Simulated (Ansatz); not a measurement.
Single points on MgCl2.

```yaml
crystal:
  periodic: [false, false, false]
  atoms:
    - {symbol: Mg, position_ang: [-0.005885, -0.003393, -0.000099]}
    - {symbol: Cl, position_ang: [-0.013563, -0.018562, 2.168131]}
    - {symbol: Cl, position_ang: [0.019437, 0.021955, -2.168042]}
basis:
  gaussian: {orbitals: def2-SVP, initial_orbitals: start.molden}
hamiltonian: {xc: pbe, dispersion: d4}
scf: {omitted_lower_state_checks: [starts]}
output: {orbitals: {seedname: orbitals}}
```

The file start.molden holds the orbitals of an earlier run on this structure, at another level or in another basis.

```sh
$ ansatz run in.yaml --threads 4 --pin off --events-out ev --progress --plain --max-ram 3916MiB
```

It prints (some lines left out):

```
Functional definition: PBE
569 factors; their error is unknown
mean field evaluation 1: about -30470.3183 eV, gradient 6.9e0 eV
mean field evaluation 2: about -30470.4156 eV, gradient 9.5e-2 eV
mean field evaluation 4: about -30470.3790 eV, gradient 7.4e-5 eV
mean field -30470.37895121 eV, -1119.7657728923 hartree, gradient 6.6e-5 eV, S^2 0.000000; 0 other end points of the search recorded, 0 dependent functions left out
reference -30470.37899072 eV, -1119.7657743444 hartree; 23, 23 occupied and 31, 31 virtual orbitals, 569 factors
Total energy: -30470.43010325 eV, -1119.7676526950 hartree
Checks for a lower state left out: starts
```

It took 0.35 s on 4 threads of Arm Neoverse V2 on a shared host.

First input, but with `gaussian: {orbitals: def2-TZVP, initial_orbitals: start.molden}`, `hamiltonian: {xc: {name: PBE-QIDH}}` and without the key `output` (abridged; 1.5 s):

```
Functional definition: PBE-QIDH
mean field -30472.48100744 eV, -1119.8430220341 hartree, gradient 1.1e-6 eV, S^2 0.000000
11 core orbitals not correlated: weight in the atoms' cores, before any rotation towards them, 1.000 or more for the frozen orbitals, at most 0.000 for the correlated occupied ones
second order -16.90314095 eV of doubles, -0.00000000 eV of singles
Total energy: -30478.11539915 eV, -1120.0500821101 hartree
Checks for a lower state left out: starts
```

As the first input, with `gaussian: {orbitals: def2-TZVP, initial_orbitals: start.molden}`, `hamiltonian: {xc: {name: r2SCANh}, dispersion: d4}` (abridged; 1.2 s):

```
Functional definition: r2SCANh
mean field -30492.25871762 eV, -1120.5698394771 hartree, gradient 2.1e-5 eV, S^2 0.000000
Total energy: -30492.27211756 eV, -1120.5703319161 hartree
Checks for a lower state left out: starts
```

As the first input, with `gaussian: {orbitals: def2-TZVP, initial_orbitals: start.molden}`, `hamiltonian: {xc: {name: LC-wPBE, parameters: {omega: 0.15/bohr}}}` (abridged; 0.6 s):

```
Functional definition: LC-wPBE
mean field -30483.50550023 eV, -1120.2481646712 hartree, gradient 1.1e-5 eV, S^2 0.000000
Total energy: -30483.50550027 eV, -1120.2481646728 hartree
Checks for a lower state left out: starts
```

First input, but with `hamiltonian: {xc: pbe0, dispersion: d4}` (abridged; 0.4 s):

```
Functional definition: PBE0
mean field -30473.06244574 eV, -1119.8643894972 hartree, gradient 2.9e-5 eV, S^2 0.000000
Total energy: -30473.10681141 eV, -1119.8660199056 hartree
Checks for a lower state left out: starts
```

As the first input, with `gaussian: {orbitals: 6-31G}`, `hamiltonian: {xc: hf}` (abridged; 0.1 s):

```
Functional definition: HF
mean field -30440.92137430 eV, -1118.6832269080 hartree, gradient 1.0e-5 eV, S^2 0.000000
Total energy: -30440.92137430 eV, -1118.6832269080 hartree
Checks for a lower state left out: starts
```

The first input with `gaussian: {orbitals: def2-TZVP, initial_orbitals: start.molden}`, `hamiltonian: {xc: {name: BLYP}, dispersion: d4}` (abridged; 0.45 s):

```
Functional definition: BLYP
mean field -30494.69708423 eV, -1120.6594477973 hartree, gradient 1.6e-5 eV, S^2 0.000000
Total energy: -30494.80343451 eV, -1120.6633560982 hartree
Checks for a lower state left out: starts
```

Geometry: PBE0-D4/def2-TZVP.

Correlated methods freeze 11 core orbitals; core or outer-core shells of Mg are correlated, in sets that lack core-valence functions.
